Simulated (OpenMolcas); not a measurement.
**CH4FSi (SMILES [CH2][SiH2]F): levels of theory compared**

Aim: a comparison of 6 runs (UHF/STO-3G, UHF/3-21G, UB3LYP/6-31G*, UM06-2X/6-311+G**, UM06-L/6-311+G**) of CH4FSi. 

The results are computed with OpenMolcas 26.06.

## (1) The system as given

CH4FSi has 7 atoms, charge 0, and is taken as a doublet. SMILES: `[CH2][SiH2]F`. The coordinates come from a PBE0-D4/def2-TZVP relaxation. This is one conformer, not always the lowest.

Bond lengths: C1–Si2 1.828 Å, Si2–F3 1.601 Å, C1–H4 1.085 Å, C1–H5 1.086 Å, Si2–H6 1.486 Å, Si2–H7 1.486 Å. Angles: C1–Si2–F3 109.0°, C1–Si2–H6 111.6°, C1–Si2–H7 111.7°, F3–Si2–H6 107.8°, F3–Si2–H7 107.6°, Si2–C1–H4 122.6°, Si2–C1–H5 122.3°, H6–Si2–H7 109.0°, H4–C1–H5 115.1°.

## (2) Energy and gradient at UHF/STO-3G (run 1)

run.input

```
&GATEWAY
 BasLib=$CurrDir
 Coord
 7
 angstrom
 C       -0.871900       0.281100      -0.615800
 Si       0.588600      -0.157300       0.392500
 F        0.652600      -1.749500       0.550500
 H       -1.536000      -0.466000      -1.038500
 H       -1.136000       1.310700      -0.837900
 H        0.509900       0.430600       1.755300
 H        1.854000       0.282500      -0.251700
 Basis=STO-3G
 Group=NoSym

&SEWARD

&SCF
 UHF
 Spin=2
 Thresholds=1e-10 1e-07 1e-07 1e-05
 PrOrbitals=0

&ALASKA
```

The basis set STO-3G is read from a file made from the Basis Set Exchange's data (not shown).

On the command line:

```bash
$ export MOLCAS_MEM=1860
$ pymolcas run.input > run.log
```

Output:

```text
--- Start Module: gateway ---
[...]
--- Stop Module: gateway /rc=_RC_ALL_IS_WELL_ ---
[...]
      Basis functions           23
[...]
--- Start Module: scf ---
[...]
       Convergence after  13 Iterations
[...]
::    Total SCF energy                               -423.3406057065
[...]
      Total spin, S                                     0.5081800395
[...]
      Total electronic charge=   33.000000
      Total            charge=   -0.000000
[...]
      Dipole Moment (debye):
      Origin of the operator (angstrom)=    0.2871   -0.5189    0.2170
                   X= -1.8931E-01               Y=  1.0600E+00               Z= -2.0399E-01           Total=  1.0959E+00
      Quadrupole Moment (debye*angstrom):
[...]
--- Stop Module: scf /rc=_RC_ALL_IS_WELL_ ---
--- Start Module: alaska ---
[...]
 *              Molecular gradients               *
 **************************************************
  Irreducible representation: a
 ------------------------------------------------------------------------------------------
                              X                       Y                       Z
 ------------------------------------------------------------------------------------------
  C1                6.36912701171166E-03   -5.26549917420693E-03    4.62164483709060E-03
  SI2              -2.93811393578092E-02   -3.07860230799477E-02   -1.73165477448456E-02
  F3               -3.56949966613840E-04    1.72501083777306E-02   -1.56838256081615E-03
  H4               -2.79220018515280E-03   -3.46424848140536E-03   -1.74800477171377E-03
  H5               -6.33547211017049E-04    5.28526508649030E-03   -6.40941134639750E-04
  H6               -9.73366087024780E-04    1.01137034020198E-02    2.97288548173560E-02
  H7                2.77680757959162E-02    6.86669386926897E-03   -1.30766234424324E-02
 ------------------------------------------------------------------------------------------
--- Stop Module: alaska /rc=_RC_ALL_IS_WELL_ ---
[...]
```

Run time: 2.6 s. Hardware: 1 thread of Intel Xeon Platinum 8259CL at 2.50GHz (Skylake/Cascade Lake), shared host; peak memory 0.37 GiB.

## (3) Energy and gradient at UHF/3-21G (run 2)

test.inp

```
* CH4FSi Hartree-Fock

&GATEWAY
 BasLib = $CurrDir
 Coord
 7
 bohr
 C     -1.64765221     0.53120201    -1.16369335
 Si     1.11229280    -0.29725392     0.74171750
 F      1.23323527    -3.30607586     1.04029423
 H     -2.90261933    -0.88061237    -1.96248058
 H     -2.14672888     2.47686403    -1.58340152
 H      0.96357135     0.81371607     3.31703627
 H      3.50355224     0.53384763    -0.47564407
 Basis = 3-21G
 Group = NoSym

&SEWARD

&SCF
 UHF
 Spin = 2
 Thresholds = 1e-10 1e-07 1e-07 1e-05
 PrOrbitals = 1 1

&ALASKA
```

The basis set 3-21G is read from a file made from the Basis Set Exchange's data (not shown).

On the command line:

```bash
$ export MOLCAS_MEM=1860
$ pymolcas test.inp > test.log
```

Output:

```text
--- Start Module: gateway ---
[...]
--- Stop Module: gateway /rc=_RC_ALL_IS_WELL_ ---
[...]
      Basis functions           39
[...]
--- Start Module: scf ---
[...]
       Convergence after  14 Iterations
[...]
::    Total SCF energy                               -426.2900624120
[...]
      Total spin, S                                     0.5056302882
[...]
      Total electronic charge=   33.000000
      Total            charge=   -0.000000
[...]
      Dipole Moment (debye):
      Origin of the operator (angstrom)=    0.2871   -0.5189    0.2170
                   X= -6.9248E-01               Y=  1.8880E+00               Z= -6.0333E-01           Total=  2.0995E+00
      Quadrupole Moment (debye*angstrom):
[...]
--- Stop Module: scf /rc=_RC_ALL_IS_WELL_ ---
[...]
--- Start Module: alaska ---
[...]
 *              Molecular gradients               *
 **************************************************
  Irreducible representation: a
 ------------------------------------------------------------------------------------------
                              X                       Y                       Z
 ------------------------------------------------------------------------------------------
  C1                2.02218706757220E-02   -7.53253747423344E-03    1.40878968137836E-02
  SI2              -1.67311327136423E-02   -2.09349604228599E-02   -9.58818175156773E-03
  F3               -1.17189836935316E-03    2.87659667592592E-02   -2.90739737409851E-03
  H4               -3.69619893665663E-03   -4.41937882220911E-03   -2.32896969752616E-03
  H5               -1.56372609620781E-03    5.86107340915687E-03   -1.33378062309253E-03
  H6                7.37223407046024E-04   -7.86856050182250E-04    2.14529387268403E-03
  H7                2.20386203309131E-03   -9.53307398960268E-04   -7.48612401935134E-05
 ------------------------------------------------------------------------------------------
--- Stop Module: alaska /rc=_RC_ALL_IS_WELL_ ---
[...]
```

Wall time 3 s (1 thread of Intel Xeon Platinum 8259CL at 2.50GHz (Skylake/Cascade Lake), shared host); peak memory 0.38 GiB.

Runs 3 to 5 aren't shown in full; the table further down has their settings and results.

## (4) A single-point energy at UM06-L/6-311+G(d,p) (run 6)

geom.xyz

```xyz
7

C     -0.871900     0.281100    -0.615800
Si     0.588600    -0.157300     0.392500
F      0.652600    -1.749500     0.550500
H     -1.536000    -0.466000    -1.038500
H     -1.136000     1.310700    -0.837900
H      0.509900     0.430600     1.755300
H      1.854000     0.282500    -0.251700
```

mol.inp

```
&gateway
 baslib = $CurrDir
 coord = geom.xyz
 basis = 6-311pGss
 group = NoSym

&seward
 gridinput
 Grid=UltraFine
 End of Grid

&scf
 uhf
 spin = 2
 ksdft = M06L
 thresholds = 1e-10 1e-07 1e-07 1e-05
 prorbitals = 1
```

The basis set 6-311+G** is read from a file made from the Basis Set Exchange's data (not shown).

On the command line:

```bash
$ export MOLCAS_MEM=1860
$ pymolcas mol.inp > mol.log
```

Output:

```text
--- Start Module: gateway ---
[...]
--- Stop Module: gateway /rc=_RC_ALL_IS_WELL_ ---
--- Start Module: seward ---
[...]
      Basis functions           98
--- Stop Module: seward /rc=_RC_ALL_IS_WELL_ ---
[...]
--- Start Module: scf ---
[...]
       Convergence after  14 Iterations
[...]
::    Total KS-DFT energy                            -429.8708736930
[...]
      Total spin, S                                     0.5033378149
[...]
      Total electronic charge=   33.000000
      Total            charge=   -0.000000
[...]
      Dipole Moment (debye):
      Origin of the operator (angstrom)=    0.2871   -0.5189    0.2170
                   X= -6.2206E-01               Y=  1.6214E+00               Z= -5.3667E-01           Total=  1.8177E+00
      Quadrupole Moment (debye*angstrom):
[...]
--- Stop Module: scf /rc=_RC_ALL_IS_WELL_ ---
[...]
```

Run time: 69 s. Hardware: 1 thread of Intel Xeon Platinum 8259CL at 2.50GHz (Skylake/Cascade Lake), shared host; peak memory 0.55 GiB.

## (5) The series

```csv
run,level,integration grid,Cartesian functions,energy (Eh),dipole moment (D),HOMO energy (eV),LUMO energy (eV),wall time
1,UHF/STO-3G,–,no,-423.340606,1.10,-9.10,8.23,2.6 s
2,UHF/3-21G,–,no,-426.290062,2.10,-10.80,2.58,3 s
3,UB3LYP/6-31G* (spherical functions),UltraFine,no,-429.837352,1.65,-6.66,-2.51,28 s
4,UB3LYP/6-31G* (Cartesian functions),UltraFine,yes,-429.841045,1.65,-6.66,-2.51,29 s
5,UM06-2X/6-311+G**,UltraFine,no,-429.810767,1.92,-8.30,-1.94,73 s
6,UM06-L/6-311+G**,UltraFine,no,-429.870874,1.82,-6.20,-3.27,69 s
```

## (6) What came out

```
                                 quantity          value
                      run 6: total energy  -429.87087 Eh
                     run 6: dipole moment         1.82 D
run 6: HOMO energy (highest over α and β)       -6.20 eV
 run 6: LUMO energy (lowest over α and β)       -3.27 eV
                              run 6: ⟨S²⟩          0.757
```

What this shows: The dipole moment (its size) runs from 1.10 D (UHF/STO-3G) to 2.10 D (UHF/3-21G). Totals of different functionals can't be ranked against each other. In run 1 the basis is minimal, so the values are rough. All runs together took 3.4 min, the longest 73 s.
